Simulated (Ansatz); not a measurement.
Species: silane, SiH4, net charge 0, singlet state. SMILES: [SiH4]
Geometry from a B3LYP-D3(BJ)/def2-TZVP (Ansatz, a first-principles code) optimisation:
```xyz
5

Si     0.0000     0.0000     0.0000
H      0.8756     0.8547     0.8331
H     -0.8222    -0.8655     0.8753
H     -0.8862     0.8545    -0.8220
H      0.8328    -0.8437    -0.8864
```

Question: Give the harmonic wavenumbers at B3LYP-D3(BJ)/def2-TZVP (Ansatz, finite differences of forces, unscaled).

Answer: 923, 923, 923, 978, 978, 2239, 2245, 2245, 2245 cm⁻¹. Zero-point energy 19.6 kcal/mol.

Question: From these and the geometry, give the ideal-gas thermochemistry at 298.15 K and 1 atm (rigid rotor, harmonic oscillator).

Answer: Point group Td, rotational symmetry number 12. Rotational constants 85.8, 85.8, 85.8 GHz. S(trans) 36.33, S(rot) 11.94, S(vib) 0.59, S(elec, spin only) 0.00, S 48.9 cal/(mol K). H(298) - H(0) 2.51 kcal/mol; G - E(el) 7.5 kcal/mol. Tabulated S at 1 bar: 48.9 cal/(mol K) (CRC Handbook, as tabulated in the package chemicals).
